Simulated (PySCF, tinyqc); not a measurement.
Worked calculation: RHF in the sto-3g basis, for LiH, spin multiplicity 1. The lowest restricted solution is unstable here: a spin-polarised one lies 0.0366 hartree lower (PySCF). One step of it, computed by the program tinyqc.

Task: Iteration 1: building the Fock matrix. J_ij = sum D_kl (ij|kl), K_ij = sum D_kl (ik|jl); F = H + J - 0.5 K; E = tr D H + tr D J / 2 - 0.25 tr D K + E_nn.

D at the start, lower triangle:
```
,1Li 1s,1Li 2s,1Li 2px,1Li 2py,1Li 2pz,2H 1s
1Li 1s,2.075836
1Li 2s,-0.224323,1.016229
1Li 2px,0.000000,0.000000,0.000000
1Li 2py,0.000000,0.000000,0.000000,0.000000
1Li 2pz,0.004319,-0.007056,0.000000,0.000000,0.002353
2H 1s,-0.022669,0.088609,0.000000,0.000000,0.046094,0.956591
```

core Hamiltonian H = T + V (hartree), lower triangle:
```
,1Li 1s,1Li 2s,1Li 2px,1Li 2py,1Li 2pz,2H 1s
1Li 1s,-4.610095
1Li 2s,-1.033773,-1.305403
1Li 2px,0.000000,0.000000,-1.062037
1Li 2py,0.000000,0.000000,0.000000,-1.062037
1Li 2pz,-0.006128,-0.068948,0.000000,0.000000,-1.110239
2H 1s,-0.028091,-0.254561,0.000000,0.000000,-0.371126,-1.078576
```

Two-electron integrals (ij|kl) in chemists' order, unique and non-zero (hartree):
```
i,j,k,l,(ij|kl)
1,1,1,1,1.680395
2,1,1,1,0.265420
2,1,2,1,0.049941
2,2,1,1,0.397727
2,2,2,1,0.092860
2,2,2,2,0.290562
3,1,3,1,0.008981
3,2,3,1,0.013788
3,2,3,2,0.064184
3,3,1,1,0.396640
3,3,2,1,0.092880
3,3,2,2,0.290497
3,3,3,3,0.312946
4,1,4,1,0.008981
4,2,4,1,0.013788
4,2,4,2,0.064184
4,3,4,3,0.016869
4,4,1,1,0.396640
4,4,2,1,0.092880
4,4,2,2,0.290497
4,4,3,3,0.279207
4,4,4,4,0.312946
5,1,5,1,0.008981
5,2,5,1,0.013788
5,2,5,2,0.064184
5,3,5,3,0.016869
5,4,5,4,0.016869
5,5,1,1,0.396640
5,5,2,1,0.092880
5,5,2,2,0.290497
5,5,3,3,0.279207
5,5,4,4,0.279207
5,5,5,5,0.312946
6,1,1,1,0.006365
6,1,2,1,0.001229
6,1,2,2,0.002410
6,1,3,3,0.002373
6,1,4,4,0.002373
6,1,5,1,0.000186
6,1,5,2,0.000372
6,1,5,5,0.002485
6,1,6,1,0.000035
6,2,1,1,0.046965
6,2,2,1,0.011251
6,2,2,2,0.042027
6,2,3,3,0.039489
6,2,4,4,0.039489
6,2,5,1,0.001615
6,2,5,2,0.013359
6,2,5,5,0.047056
6,2,6,1,0.000353
6,2,6,2,0.014541
6,3,3,1,0.000481
6,3,3,2,0.003034
6,3,5,3,0.001545
6,3,6,3,0.000581
6,4,4,1,0.000481
6,4,4,2,0.003034
6,4,5,4,0.001545
6,4,6,4,0.000581
6,5,1,1,0.068569
6,5,2,1,0.016477
6,5,2,2,0.062526
6,5,3,3,0.058354
6,5,4,4,0.058354
6,5,5,1,0.002484
6,5,5,2,0.020786
6,5,5,5,0.070803
6,5,6,1,0.000523
6,5,6,2,0.022740
6,5,6,5,0.035656
6,6,1,1,0.203995
6,6,2,1,0.049187
6,6,2,2,0.199052
6,6,3,3,0.184335
6,6,4,4,0.184335
6,6,5,1,0.006120
6,6,5,2,0.066289
6,6,5,5,0.228205
6,6,6,1,0.001521
6,6,6,2,0.094336
6,6,6,5,0.149946
6,6,6,6,0.774606
```

nuclear repulsion = 0.61200140 hartree

Give: Coulomb J; exchange K; Fock matrix F; total energy of this density.

Result:

Coulomb J (hartree), lower triangle:
```
,1Li 1s,1Li 2s,1Li 2px,1Li 2py,1Li 2pz,2H 1s
1Li 1s,3.984
1Li 2s,0.674,1.283
1Li 2px,0.000,0.000,1.266
1Li 2py,0.000,0.000,0.000,1.266
1Li 2pz,0.006,0.067,0.000,0.000,1.311
2H 1s,0.017,0.230,0.000,0.000,0.349,1.375
```

exchange K (hartree), lower triangle:
```
,1Li 1s,1Li 2s,1Li 2px,1Li 2py,1Li 2pz,2H 1s
1Li 1s,3.420
1Li 2s,0.545,0.380
1Li 2px,0.000,0.000,0.079
1Li 2py,0.000,0.000,0.000,0.079
1Li 2pz,0.002,0.029,0.000,0.000,0.123
2H 1s,0.016,0.154,0.000,0.000,0.177,0.786
```

Fock matrix F (hartree), lower triangle:
```
,1Li 1s,1Li 2s,1Li 2px,1Li 2py,1Li 2pz,2H 1s
1Li 1s,-2.336
1Li 2s,-0.633,-0.212
1Li 2px,0.000,0.000,0.165
1Li 2py,0.000,0.000,0.000,0.165
1Li 2pz,-0.001,-0.017,0.000,0.000,0.139
2H 1s,-0.019,-0.102,0.000,0.000,-0.110,-0.097
```

total energy of this density = -7.61018 hartree

This density is the starting one; it is not idempotent, so its energy is not variational and may lie below the converged one.
